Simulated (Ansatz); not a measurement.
Zinc-blende HgSe was calculated with PBEsol (Ansatz, a first-principles code, plane waves, PAW).

Settings: plane-wave cutoff 520 eV, 20×20×20 k mesh, Fermi–Dirac smearing 0.05 eV, perturbation theory, scalar-relativistic PAW data made under PBE.

Computed at the level's own relaxed cell.

Harmonic phonon frequencies (cm⁻¹; i marks an imaginary mode; at Γ without the LO shift):

| q point | frequencies |
|---|---|
| Γ | 0 0 0 124 124 124 |
| X | 18 18 96 166 166 166 |
| L | 21 21 86 147 147 175 |

No imaginary mode appears at these points.

Note: the solid has no gap at this level, which affects its response.
